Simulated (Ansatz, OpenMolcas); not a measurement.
**AlH2F (SMILES [H][Al]([H])[F]): the vertical ionisation energy, rung by rung**

AlH2F: 4 atoms, total charge 0, spin state singlet. SMILES: `[H][Al]([H])[F]`. The shape comes from GFN2-xTB, which is rough for such elements, and wasn't checked as a minimum.

Quantity: the vertical ionisation energy (to the doublet cation), in eV. The values are calculated.

```
                             level                    kind     program  value (eV)  less FCI/STO-3G  CPU time (all runs)
                      SVWN5/STO-3G                     LDA  OpenMolcas        7.59            +0.26                 11 s
                        PBE/STO-3G                     GGA      Ansatz        7.64            +0.31                2.1 s
                      BHLYP/STO-3G           global hybrid      Ansatz        8.30            +0.97                2.3 s
                      HSE06/STO-3G  range-separated hybrid      Ansatz        8.02            +0.69                2.9 s
                     B2PLYP/STO-3G           double hybrid      Ansatz        8.01            +0.68                3.3 s
                    BCCD(T)/STO-3G   coupled cluster or CI      Ansatz        7.36            +0.03               0.44 s
                      CCSDT/STO-3G   coupled cluster or CI      Ansatz        7.33             0.00               0.75 s
                        FCI/STO-3G      exact in the basis      Ansatz        7.33             0.00               0.94 s
FCI/STO-3G, open shells restricted      exact in the basis  OpenMolcas        7.33             0.00                 12 s
```

FCI/STO-3G is exact within its basis and frozen core, so for wave-function methods in that basis the difference is their error; functionals converge differently with the basis, so for them it is only a difference. The values span 7.33 to 8.30 eV. All rows use very small basis sets, so even the best lies far from the true value. CPU times are rough (shared hosts, several kinds of processor): they show what a rung costs within a factor of a few.
